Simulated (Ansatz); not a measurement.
Reaction (SMILES): [C-]#[S+] (C-S) → CS+ (doublet, bonded as [C-]#[S+]) + e-
B3LYP-D3(BJ)/def2-TZVP geometries, fixed; electronic energies without zero-point terms.
Largest species:
```
C
S 1 1.5320
```
Charge 0, spin multiplicity 1.

Energies in hartree at PBE with Ansatz (a first-principles code); the adiabatic ionisation energy is their sum with the coefficients shown, times 27.2114 eV a hartree. All functions are spherical. Open shells are unrestricted. No added dispersion term, no relativity.

```
species                             coefficient  part  aug-cc-pV(D+d)Z  aug-cc-pV(T+d)Z  aug-cc-pV(Q+d)Z
----------------------------------  -----------  ----  ---------------  ---------------  ---------------
[C-]#[S+] (C-S)                              -1   PBE       -436.00782       -436.02608       -436.03169
CS+ (doublet, bonded as [C-]#[S+])           +1   PBE       -435.59205       -435.61238       -435.61847
```

Problem. Predict the adiabatic ionisation energy in aug-cc-pV(5+d)Z (X = 5): let each PBE step shrink by the ratio of the last two. Compare with the run.

Solution. 
- [C-]#[S+] (C-S): steps -0.01826 and -0.00561, ratio 0.307, so PBE -436.03341 (run: -436.03603).
- CS+ (doublet, bonded as [C-]#[S+]): steps -0.02033 and -0.00609, ratio 0.300, so PBE -435.62030 (run: -435.62298).
Predicted 11.241 eV; the run in aug-cc-pV(5+d)Z gives 11.240, a miss of 0.002. Keeping the value in aug-cc-pV(Q+d)Z, 11.244, would miss by 0.005. All sums are of the energies as printed.
